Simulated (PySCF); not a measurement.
State search for CF

Unrestricted PBE0; PySCF, no relativity, basis sets C def2-TZVPPD, F def2-TZVPPD. Outer shells of the fragments: C 2s2 2p2; F 2s2 2p5.

Followed along the bond (rough minima from three points):

| 2Ms+1 | unpaired | ⟨S²⟩ at the start | R at minimum (Å) | Te (eV) |
| --- | --- | --- | --- | --- |
| 2 | π ↑ | 0.75 | 1.27 | 0.00 |
| 4 | σ ↑, π ↑↑ | 3.75 | 1.32 | 3.32 |

Solutions found at the starting distance of 1.325 Å, counted from the lowest of them; the search is not exhaustive and high or unbound solutions are not listed, so other states can lie among these:

```
2Ms+1   unpaired  term  E (eV)  ⟨S²⟩  ⟨Lz²⟩  μ (D)
    2        π ↑    ²Π    0.00  0.75   1.01   0.47
    4  σ ↑, π ↑↑   ⁴Σ⁻    3.25  3.75   0.00  -0.65
    2        σ ↑   ²Σ⁺    6.23  0.75   0.00  -2.72
    4      π ↑↑↑    ⁴Π    8.56  3.77   1.00   3.65
    4  σ ↑↑, π ↑    ⁴Π    9.82  3.76   1.00  -2.87
```

A term symbol is given only where ⟨S²⟩ and ⟨Lz²⟩ are close to those of a pure state; real π, δ and φ orbitals otherwise mix terms. A positive dipole means C(−)F(+).

Question: Compare the gap between the two lowest followed solutions at the starting distance with the gap between their minima.

Answer: At PBE0 the second solution (quartet, unpaired electrons σ ↑, π ↑↑) lies +3.25 eV from the first (doublet, unpaired electrons π ↑) at 1.325 Å and +3.32 eV at the minima; the two curves relax by different amounts, since their minima lie near 1.32 and 1.27 Å.

Counting both spins, an empty level lies below a filled one in some of these solutions, because spin and occupation are held.
